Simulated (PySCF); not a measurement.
## NaSi⁺: from constants to spectrum

UHF-CCSD(T) constants of NaSi⁺, ³Π (triplet), unpaired electrons σ ↑, π ↑ (Na 3-21G, Si 3-21G; no relativity (PySCF 2.14); masses 22.9898 and 27.9769 u):

```
ωe             : 138.0 cm⁻¹
ωexe           : 0.924 cm⁻¹
Be             : 0.12188 cm⁻¹
αe             : 0.00119 cm⁻¹
De to Na⁺ + Si : 0.51 eV
```

(1) What force constant and bond length do these constants imply?

(2) Estimate the centrifugal constant D from the Kratzer relation and find the Dunham coefficient a1.

Correlated steps freeze 6 core orbitals. For an ion De counts to the pair picked by the measured ionisation energies or electron affinities, which need not be the lowest pair at this level. 3-21G is very small, so such numbers show the basis as much as the molecule. The state is the lowest determinant that a PBE0 search found; another state may lie lower at other levels.

Results:

(1) Reduced mass μred = 12.620 u; k = 5.8918×10⁻⁷·μred·ωe² (u, cm⁻¹, mdyn/Å) = 0.142 mdyn/Å; Re = √(16.8576/(μred·Be)) (u, cm⁻¹, Å) = 3.311 Å.

(2) D = 4Be³/ωe² = 3.8e-07 cm⁻¹; a1 = −1 − αeωe/(6Be²) = -2.84.
